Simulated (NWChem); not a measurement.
## Correlation energy of CH3

SMILES: [CH3]
```xyz
4

C      0.0000     0.0000     0.0000
H      0.0000     0.0000     1.0908
H     -0.9447     0.0000    -0.5454
H      0.9447     0.0000    -0.5454
```
Charge 0, spin multiplicity 2.

Program: NWChem. Structure: optimised with UB3LYP/def2-SVP, a minimum by its harmonic frequencies.

Basis set: cc-pVTZ. Each correlation energy counts from its own Hartree-Fock reference.

The correlated methods keep 1 core orbital frozen. The structure started from a generated list of species. The unpaired electrons of the parent sit in orbitals of symmetry b2 (C2v labels of the run); other states weren't searched. No SCF solution was tested for a lower state. Open-shell Hartree-Fock references start from PBE0 orbitals. Coupled-cluster values serve here as a point of comparison, not as the truth.

```json
[
 {"method": "CCSD[T] on ROHF", "correlation energy (mHa)": "-188.7"},
 {"method": "UMP2", "correlation energy (mHa)": "-158.3"},
 {"method": "CCSD on ROHF", "correlation energy (mHa)": "…"},
 {"method": "SCS-UMP2", "correlation energy (mHa)": "…"},
 {"method": "CCSD(T) on ROHF", "correlation energy (mHa)": "-188.6"},
 {"method": "URI-MP2", "correlation energy (mHa)": "-158.3"}
]
```

### Question
Some entries are withheld; supply them.

### Answer

- CCSD on ROHF, correlation energy (mHa): -183.6
- SCS-UMP2, correlation energy (mHa): -164.1
